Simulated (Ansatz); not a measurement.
Ideal-gas functions of C₃H₄ClF, SMILES `C=C(Cl)CF` at 800 K and 1 bar, from an Ansatz frequency run at PBE0-D4/def2-TZVP.

Molar mass 94.52 g/mol, point group Cs (symmetry number 1), electronic degeneracy 1, moments of inertia 59.441, 209.668, 265.925 u Å². Harmonic wavenumbers (cm⁻¹, unscaled): 123, 244, 345, 429, 452, 724, 748, 925, 943, 1042, 1099, 1178, 1264, 1404, 1422, 1484, 1730, 3049, 3094, 3185, 3283.

Use S(trans) = R[1.5 ln M + 2.5 ln T − 1.1517]; rotational temperatures θ = 24.2544 K / I; S(rot) = R[ln(√π/σ · √(T³/θAθBθC)) + 1.5]; for each mode x = 1.438777 ν̃/T, S = R[x/(eˣ − 1) − ln(1 − e⁻ˣ)] and H = RT x/(eˣ − 1); 1 cm⁻¹ = 0.0119627 kJ/mol; R = 8.31446 J/(mol·K).

Question: By hand: the entropy, in J/(mol·K).

Answer: Translation 186.1. Rotation: θ = 0.408, 0.1157, 0.0912 K, giving 123.2. Vibration, mode by mode: 20.87, 15.23, 12.41, 10.67, 10.26, 6.68, 6.45, 4.98, 4.85, 4.21, 3.88, 3.47, 3.07, 2.52, 2.46, 2.25, 1.58, 0.22, 0.21, 0.18, 0.16, in all 116.6. Electronic 0.0. Sum 425.9 J/(mol·K).

Question: By hand: H − E and G − E in kJ/mol, counted from the electronic energy.

Answer: Zero-point energy ½ × 28167 × 0.0119627 = 168.5; thermal vibration 50.0; translation, rotation and pV give 4 RT = 26.6. H − E = 245.1 kJ/mol, and G − E = 245.1 − 800 × 425.9/1000 = -95.6 kJ/mol.

Vibration gives 27 % of the entropy, 20.9 J/(mol·K) of it from the mode under 150 cm⁻¹: soft modes count most, and the harmonic formula is weakest for them. The sum counts one conformer and one mirror image; others add a mixing term.
